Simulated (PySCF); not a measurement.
hydrogen isocyanide (CHN), SMILES [C-]#[NH+]. The structure is a stationary point at PBE-D3(BJ)/def2-TZVPD.

Question: Give the equilibrium geometry at PBE-D3(BJ)/def2-TZVPD (PySCF confirms it by a frequency run) as a Z-matrix, and its point group. (An estimate is asked for; the answer gives what the named calculation found.)

Answer: point group C∞v.
```
N
C 1 1.1757
H 1 1.0066 2 180.00
```
Charge 0, spin multiplicity 1.
